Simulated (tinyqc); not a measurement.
Inside a calculation. Method: Born-Oppenheimer dynamics on the RHF/sto-6g surface (energies and gradients from PySCF), for H2O, spin multiplicity 1. Computed by tinyqc, a small Python program that keeps every step (integrals from PySCF). Settings: charge = 0, multiplicity = 1, basis = sto-6g, time step (fs) = 1.0, steps = 16. Command: `OMP_NUM_THREADS=1 python tinyqc.py 20351 20352 out.jsonl` (the two numbers bound the seeds that draw the settings). One thread of a shared host (Intel(R) Xeon(R) Processor @ 2.60GHz), about 3 s of CPU time with the checks.

## Velocity Verlet step 1

positions (bohr), order 1O, 2H, 3H:
```
[[-0.0586, 0.0661, -0.0132],
 [0.0208, 1.4286, 1.1603],
 [-0.0454, -1.5080, 1.2208]]
```

velocities (bohr per atomic time unit), order 1O, 2H, 3H:
```
[[-0.0000272, 0.0000497, -0.0000003],
 [0.0003928, -0.0005273, -0.0000633],
 [0.0000388, -0.0002613, 0.0000677]]
```

gradient (hartree/bohr), order 1O, 2H, 3H:
```
[[0.001928, 0.094825, -0.007089],
 [-0.002225, -0.033929, -0.035347],
 [0.000297, -0.060897, 0.042437]]
```

masses (electron masses): [29156.9464, 1837.1526, 1837.1526]

gradient after step 1 (hartree/bohr), order 1O, 2H, 3H:
```
[[0.002091, 0.082039, -0.005194],
 [-0.002430, -0.030795, -0.031181],
 [0.000339, -0.051245, 0.036375]]
```

dt = 1 fs = 41.3414 atomic units; x' = x + v dt - g dt^2 / (2m); after the new gradient g', v' = v - (g + g') dt / (2m).

positions after step 1 (bohr), order 1O, 2H, 3H:
```
[[-0.0598, 0.0654, -0.0130],
 [0.0381, 1.4226, 1.1741],
 [-0.0439, -1.4905, 1.2038]]
```

velocities after step 1 (bohr per atomic time unit), order 1O, 2H, 3H:
```
[[-0.0000300, -0.0000757, 0.0000084],
 [0.0004452, 0.0002009, 0.0006853],
 [0.0000316, 0.0010004, -0.0008190]]
```

## Velocity Verlet step 2

gradient after step 2 (hartree/bohr), order 1O, 2H, 3H:
```
[[0.000298, 0.016228, -0.004238],
 [-0.000385, -0.003630, -0.004478],
 [0.000087, -0.012598, 0.008716]]
```

As before.

positions after step 2 (bohr), order 1O, 2H, 3H:
```
[[-0.0611, 0.0599, -0.0125],
 [0.0576, 1.4452, 1.2170],
 [-0.0427, -1.4253, 1.1530]]
```

velocities after step 2 (bohr per atomic time unit), order 1O, 2H, 3H:
```
[[-0.0000317, -0.0001454, 0.0000151],
 [0.0004769, 0.0005882, 0.0010865],
 [0.0000269, 0.0017188, -0.0013264]]
```

## Energy conservation

The total energy should stay constant up to terms of order dt^2; the step counts as short enough if it moves by less than 2 % of the largest kinetic energy.

Trajectory:
```
time (fs)  1O-2H (angstrom)  potential (hartree)  kinetic (hartree)  total (hartree)
0.0000               0.9525           -75.674213           0.000516       -75.673697
1.0000               0.9556           -75.676237           0.002285       -75.673953
2.0000               0.9822           -75.680988           0.006267       -75.674721
3.0000               1.0120           -75.678220           0.003847       -75.674373
4.0000               1.0254           -75.673759           0.000283       -75.673476
5.0000               1.0145           -75.678490           0.004059       -75.674431
6.0000               0.9862           -75.680749           0.006080       -75.674670
7.0000               0.9592           -75.676011           0.002068       -75.673943
8.0000               0.9536           -75.674182           0.000490       -75.673693
9.0000               0.9738           -75.678789           0.004448       -75.674341
10.0000              1.0042           -75.680735           0.006003       -75.674732
11.0000              1.0238           -75.675455           0.001606       -75.673849
12.0000              1.0199           -75.675127           0.001374       -75.673753
13.0000              0.9942           -75.680722           0.005950       -75.674772
14.0000              0.9628           -75.678869           0.004513       -75.674356
15.0000              0.9486           -75.674230           0.000560       -75.673669
16.0000              0.9636           -75.676262           0.002254       -75.674008
```

The total energy moves within 1.3e-03 hartree; that is over 2 % of the largest kinetic energy, so the time step is too long.
